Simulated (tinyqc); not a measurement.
Pariser-Parr-Pople SCF with singles CI, for the molecule Clc1cc[cH-]c1 (SMILES; centres numbered as the heavy atoms are written), step by step. One step of it, computed by the program tinyqc.

Question. Iteration 1: Fock matrix. F_rr = H_rr + P_rr gamma_rr / 2 + sum_(s != r) P_ss gamma_rs; F_rs = H_rs - P_rs gamma_rs / 2; E = tr P (H + F) / 2 + core repulsion sum_(r<s) z_r z_s gamma_rs.

P at the start, lower triangle:
```
           1Cl         2C         3C        4C        5C        6C
1Cl   1.991754
2C    0.038539   1.819878
3C   -0.066607   0.311307   1.331621
4C    0.055070  -0.257383   0.781518  0.762563
5C    0.055070  -0.257383   0.108154  0.501873  0.762563
6C   -0.066607   0.311307  -0.407689  0.108154  0.781518  1.331621
```

core matrix H (eV), lower triangle:
```
            1Cl          2C          3C          4C          5C          6C
1Cl  -51.790967
2C    -1.590000  -52.961181
3C     0.000000   -2.390000  -47.718537
4C     0.000000    0.000000   -2.390000  -44.860406
5C     0.000000    0.000000    0.000000   -2.390000  -44.860406
6C     0.000000   -2.390000    0.000000    0.000000   -2.390000  -47.718537
```

repulsion gamma_rs (eV), lower triangle:
```
           1Cl         2C         3C         4C         5C         6C
1Cl  13.000000
2C    7.827217  11.130000
3C    5.206246   7.552804  11.130000
4C    3.775630   5.520570   7.554850  11.130000
5C    3.775630   5.520570   5.519866   7.553862  11.130000
6C    5.206246   7.552804   5.518526   5.519866   7.554850  11.130000
```

Centres (angstrom, eV; a flat drawing with bonds scaled to 1.40 angstrom):
```
centre          x          y  core charge z          W   gamma_rr
1Cl      2.159000   0.000000              2  26.000000  13.000000
2C       0.759000   0.000000              1  11.160000  11.130000
3C      -0.064000   1.133000              1  11.160000  11.130000
4C      -1.395000   0.700000              1  11.160000  11.130000
5C      -1.395000  -0.700000              1  11.160000  11.130000
6C      -0.064000  -1.133000              1  11.160000  11.130000
```

Give: F; pi energy.

Answer.

F (eV), lower triangle:
```
         1Cl       2C       3C       4C       5C      6C
1Cl  -4.9762
2C   -1.7408   1.2908
3C    0.1734  -3.5656   1.1256
4C   -0.1040   0.7104  -5.3421   0.1210
5C   -0.1040   0.7104  -0.2985  -4.2855   0.1210
6C    0.1734  -3.5656   1.1249  -0.2985  -5.3421  1.1256
```

pi energy = -102.9560 eV
